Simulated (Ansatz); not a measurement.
# C₄H₆O₂: small, medium and large basis sets

Aim: see how fast density functionals converge with the basis set for C₄H₆O₂.

Program: Ansatz 0.2.0, Gaussian basis. Level of theory: one geometry, several basis sets. These are calculated values, not measurements.

Levels to be run: PBE0-D4/def2-SVP; ωB97M-V/def2-SVP; PBE0-D4/def2-QZVPP; ωB97M-V/def2-QZVPP; the functionals' def2-TZVPP values are taken from earlier runs.

## (1) Structure used throughout

All runs share one geometry, relaxed beforehand with PBE0-D4 in a triple-zeta def2 set.

12 atoms, charge 0, spin multiplicity 1.

Atoms are counted from 1 here; the program's logs count them from 0.

Bond lengths: C1–C2 1.499 Å, C1–H7 1.088 Å, C1–H8 1.093 Å, C1–H9 1.093 Å, C2–O3 1.240 Å, C2–C4 1.438 Å, C4–C5 1.359 Å, C4–H10 1.081 Å, C5–O6 1.307 Å, C5–H11 1.088 Å, O6–H12 1.012 Å. Angles: C2–C1–H7 110.0°, C2–C1–H8 110.0°, C2–C1–H9 110.1°, H7–C1–H8 109.7°, H7–C1–H9 109.8°, H8–C1–H9 107.1°, C1–C2–O3 120.0°, C1–C2–C4 118.8°, O3–C2–C4 121.1°, C2–C4–C5 119.1°, C2–C4–H10 120.9°, C5–C4–H10 119.9°, C4–C5–O6 123.8°, C4–C5–H11 122.1°, O6–C5–H11 114.1°, C5–O6–H12 104.5°.

As a file:

```mol
C4H6O2
  3D, bonds by distance, orders not assigned

 12 11  0  0  0  0  0  0  0  0999 V2000
   -1.7119    0.6603   -0.3819 C   0  0
   -0.4349    0.2211    0.2681 C   0  0
   -0.2872    0.3452    1.4926 O   0  0
    0.6039   -0.3411   -0.5527 C   0  0
    1.7644   -0.7406    0.0303 C   0  0
    2.0046   -0.6466    1.3117 O   0  0
   -2.3952    1.0545    0.3677 H   0  0
   -1.5056    1.4273   -1.1334 H   0  0
   -2.1780   -0.1811   -0.9017 H   0  0
    0.4715   -0.4481   -1.6198 H   0  0
    2.5811   -1.1718   -0.5443 H   0  0
    1.1645   -0.2343    1.6973 H   0  0
  1  2  8  0
  2  3  8  0
  2  4  8  0
  4  5  8  0
  5  6  8  0
  1  7  8  0
  1  8  8  0
  1  9  8  0
  4 10  8  0
  5 11  8  0
  6 12  8  0
M  END
```

## (2) PBE0-D4 in def2-SVP

in.yaml

```yaml
crystal:
  periodic: [false, false, false]
  atoms:
    - {symbol: C, position_ang: [-1.711925, 0.660305, -0.381911]}
    - {symbol: C, position_ang: [-0.434891, 0.221145, 0.268111]}
    - {symbol: O, position_ang: [-0.287226, 0.345223, 1.492560]}
    - {symbol: C, position_ang: [0.603873, -0.341134, -0.552670]}
    - {symbol: C, position_ang: [1.764366, -0.740620, 0.030277]}
    - {symbol: O, position_ang: [2.004634, -0.646572, 1.311676]}
    - {symbol: H, position_ang: [-2.395229, 1.054508, 0.367664]}
    - {symbol: H, position_ang: [-1.505590, 1.427259, -1.133360]}
    - {symbol: H, position_ang: [-2.177986, -0.181052, -0.901703]}
    - {symbol: H, position_ang: [0.471476, -0.448053, -1.619825]}
    - {symbol: H, position_ang: [2.581051, -1.171764, -0.544266]}
    - {symbol: H, position_ang: [1.164547, -0.234345, 1.697346]}
basis:
  gaussian: {orbitals: def2-SVP}
hamiltonian: {xc: pbe0, dispersion: d4}
output: {orbitals: {seedname: orbitals}}
```

Started as:

```sh
ansatz run in.yaml --threads 4 --pin off --events-out ev --progress --plain --max-ram 10444MiB
```

Further steps of the session: ωB97M-V in def2-SVP; PBE0-D4 in def2-QZVPP; ωB97M-V in def2-QZVPP.

Before running them: what should the planned runs give, taken together? Wanted: PBE0-D4: double and triple zeta above quadruple; ωB97M-V: double and triple zeta above quadruple.

**Answer**, as computed:

| quantity | value |
| --- | --- |
| PBE0-D4: double and triple zeta above quadruple | 9.89, 0.45 eV |
| ωB97M-V: double and triple zeta above quadruple | 10.22, 0.43 eV |

**Reading.** For PBE0-D4 the step from double to triple zeta gains 9.44 eV and the next only 0.45 eV. Total energies overstate the basis error of differences, where much of it tends to cancel.
